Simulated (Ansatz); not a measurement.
Scan of the Si2–F3 bond length

SiH$_{3}$OF (SMILES O[SiH2]F), closed shell, at its PBE0-D4/def2-TZVP minimum:

```
6
angstrom
O -0.8535 -0.2092 -0.9241
Si 0.3783 -0.0093 0.1239
F 0.1808 -0.9228 1.4178
H -1.7142 0.1502 -0.7056
H 1.5956 -0.4585 -0.5758
H 0.4551 1.3856 0.6176
```

The bond length Si2–F3 (1.596 Å at the minimum) is set to the values below, the two halves moving rigidly along the bond. Each method's energies count from its own value at the PBE0-D4 minimum structure. Computed with Ansatz 0.2.0 (basis: def2-TZVPP); correlated methods freeze the cores. B3LYP uses VWN-RPA correlation.

| bond length (Å) | CCSD(T) (eV) | PBE-D4 (eV) | r2SCAN-D4 (eV) | HF (eV) | MP2 (eV) |
| --- | --- | --- | --- | --- | --- |
| 1.405 | 0.925 | 1.037 | 0.916 | 0.751 | 0.944 |
| 1.460 | 0.418 | 0.501 | 0.416 | 0.297 | 0.431 |
| 1.542 | 0.056 | 0.091 | 0.057 | 0.009 | 0.061 |
| 1.637 | 0.027 | 0.000 | 0.024 | 0.061 | 0.023 |
| 1.742 | 0.284 | 0.184 | 0.268 | 0.399 | 0.272 |
| 1.855 | 0.741 | 0.561 | 0.704 | 0.933 | 0.721 |
| 1.976 | 1.323 | 1.057 | 1.257 | 1.589 | 1.297 |
| 2.102 | 1.956 | 1.603 | 1.855 | 2.289 | 1.927 |
| 2.235 | 2.607 | 2.171 | 2.468 | 3.002 | 2.580 |

Largest difference from the CCSD(T) curve over the scan: PBE0-D4 0.094; B3LYP-D4 0.214; wB97M-V 0.095 eV. Each curve counts from its own value at the minimum.

T1 diagnostic: at most 0.017.

For scale, one of the runs: CCSD(T)/def2-TZVPP, 146 basis functions (an equivalent command: `ansatz run in.yaml --threads 2`). The run took 20 s on 2 CPU threads (shared host), with 0.92 GiB of host memory at its peak.
